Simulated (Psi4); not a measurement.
Pair of molecules: CH5N (SMILES CN) (first 7 atoms) with H2O (SMILES O); geometry from S66by8 set.
(charge 0, multiplicity 1):
```xyz
10

N     -0.73666    -0.66598    -0.35980
H     -0.83235    -1.63481    -0.08394
H     -1.32580    -0.55254    -1.17456
C     -1.22011     0.20210     0.72058
H     -1.11596     1.23917     0.41273
H     -2.25794     0.02870     1.01171
H     -0.58822     0.06242     1.59382
O      1.74134     0.47333    -0.24910
H      0.92382    -0.02294    -0.42225
H      2.32324     0.21483    -0.96485
```

Level of theory: Psi4 1.11 with SAPT0/jun-cc-pV(D+d)Z.

Problem. Give the four SAPT terms and the total, and say what mostly holds the pair together.

Solution. electrostatics -756.9, exchange 889.7, induction -278.1, dispersion -152.7, total -297.9 meV; the largest attraction is electrostatics.
